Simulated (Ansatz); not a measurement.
Name a neutral molecule of Al, S, Si and H with HOMO energy (PBE/def2-TZVPP) between -6.25 and -5.95 eV and LUMO energy (ωB97M-V/def2-TZVPP) between -0.60 and -0.30 eV (Ansatz, PBE0-D4/def2-TZVP geometry).

`[AlH2][SiH2]S` (-6.15 eV, -0.55 eV). Other molecules can fit too; these were computed, each in one conformer that needn't be the lowest.
